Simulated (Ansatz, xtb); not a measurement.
# Ranking isomers of C2H4N−

7 gas-phase structures of C2H4N−, found in a search over its isomers (lower ones may exist). Each was relaxed with GFN2-xTB; where two conformers were screened, the lower at r2SCAN-D4/def2-SVPD//GFN2-xTB is listed:

A. `C=N[CH2-]`, a singlet
B. `C=C[NH-]`, a singlet
C. `CC=[N-]`, a singlet
D. `[H]/N=[C-]\C`, a singlet
E. `[CH-]1CN1`, a singlet
F. `[H]/[C-]=N\C`, a singlet
G. `C1C[N-]1`, a singlet

Question: Estimate their order in r2SCAN-D4/def2-SVPD//GFN2-xTB energy at these geometries, lowest first.

Answer: Calculated order at r2SCAN-D4/def2-SVPD//GFN2-xTB: B (0.0), C (13.7), A (16.8), D (24.2), G (30.4), F (33.7), E (48.7) kcal/mol.

Energies above the lowest of each column, in kcal/mol; the last columns are at r2SCAN-D4/def2-SVPD geometries and were run for some of them only (a dash: not run or not comparable):

```
structure  GFN2-xTB  HF/STO-3G  r2SCAN-D4/def2-SVPD//GFN2-xTB  r2SCAN-D4/def2-SVPD  CCSD(T)/def2-SVPD + ΔMP2/def2-TZVPPD
        B       0.0        3.5                            0.0                  0.0                                   0.0
        C      12.4        0.0                           13.7                 13.0                                   9.2
        A       6.9        9.3                           16.8                 16.8                                  19.8
        D      28.0       14.4                           24.2                    –                                     –
        G      13.1        7.9                           30.4                    –                                     –
        F      29.3       22.3                           33.7                    –                                     –
        E      36.2       24.6                           48.7                    –                                     –
```

CCSD(T)/def2-SVPD + ΔMP2/def2-TZVPPD puts B lowest of those it was run on; HF/STO-3G picks C. Flexible structures stand in one conformer each, not always the lowest. Frequencies (r2SCAN-D4/def2-SVPD) were run for A, B, C alone. Large T1 diagnostics make some coupled-cluster values less sure. ΔMP2 is the change of the MP2 energy from the smaller to the larger basis.

Over these structures GFN2-xTB departs from r2SCAN-D4/def2-SVPD//GFN2-xTB by 6.2 kcal/mol on average once a common shift is removed. A GFN2-xTB relaxation took about 0.13 s and the r2SCAN-D4/def2-SVPD//GFN2-xTB energy about 2.9 s on a shared host (Ansatz 0.2.0, xtb 6.7.1).
